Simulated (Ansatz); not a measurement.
# CHAl+ (doublet): from Hartree-Fock to the top rungs, cc-pVDZ

Aim: climb from Hartree-Fock through coupled cluster for CHAl+ (doublet) at one geometry and basis, and see what each rung misses.

Computed with Ansatz 0.2.0, Gaussian basis. Level: cc-pVDZ, core rule «outside noble gas», up to 6 orbitals frozen.

Plan: UHF; CCSD(T) on ROHF; CCSD(T) on UHF; BCCD(T) on ROHF; CISD; CCSDT(Q) on ROHF; CCSDT(Q) on UHF; CISDTQ; CCSDTQ on ROHF; CCSDTQ on UHF; Full CI.

12 further runs of the same task are left out: 5 for a known fault of the program, 1 that didn't finish, 6 set aside as unsound or not needed.

## (1) What is computed

The geometry is a PBE0/def2-TZVP stationary point (not a proven minimum) of the parent state, kept for this charge and spin.

3 atoms, charge 1, spin multiplicity 2.

Atoms are counted from 1 here; the program's logs count them from 0.

Bond lengths: Al1–C2 1.916 Å, Al1–H3 1.601 Å. Angles: C2–Al1–H3 180.0°.

As a file:

```xyz
3

Al    0.0000    0.0000    0.1051
C     0.0000    0.0000   -1.8111
H     0.0000    0.0000    1.7060
```

## (2) UHF

The input, in.yaml:

```yaml
crystal:
  periodic: [false, false, false]
  atoms:
    - {symbol: Al, position_ang: [0.000000, 0.000000, 0.105100]}
    - {symbol: C, position_ang: [0.000000, 0.000000, -1.811100]}
    - {symbol: H, position_ang: [0.000000, 0.000000, 1.706000]}
basis:
  gaussian: {orbitals: cc-pVDZ}
total_charge: 1
magnetization: {spin_polarized: true, initial_magnetization: 1}
hamiltonian: {xc: hf}
output: {orbitals: {seedname: orbitals}}
```

Started as:

```sh
> ansatz run in.yaml --threads 1 --pin off --events-out ev --progress --plain --max-ram 3968MiB --backend cpu
```

Further steps of the session: CCSD(T) on ROHF; CCSD(T) on UHF; BCCD(T) on ROHF; CISD; CCSDT(Q) on ROHF; CCSDT(Q) on UHF; CISDTQ; CCSDTQ on ROHF; CCSDTQ on UHF; Full CI.

**Question.** What will the summary of the whole plan be? Wanted: FCI below the RHF energy; RMP2 from FCI; RCCSD from FCI; RCCSD(T) from FCI; RCCSDT(Q) from FCI; T1 diagnostic; effectively unpaired electrons.

The runs gave:

```
                         quantity                               value
         FCI below the RHF energy                          -4.3076 eV
                    RMP2 from FCI                       +113.4 kJ/mol
                   RCCSD from FCI                        +16.6 kJ/mol
                RCCSD(T) from FCI                         +4.9 kJ/mol
               RCCSDT(Q) from FCI                         +0.2 kJ/mol
levels within 1 kcal/mol (43 meV)  RCCSDT, CISDTQ, RCCSDT(Q), RCCSDTQ
                    T1 diagnostic                               0.023
   effectively unpaired electrons                                1.16
```

**Reading.** RCCSD(T) misses by +4.9 kJ/mol, 1.2 % of the correlation energy. One determinant dominates. Coupled cluster took another determinant than the lowest Hartree-Fock one. These misses are within one basis, not against nature.
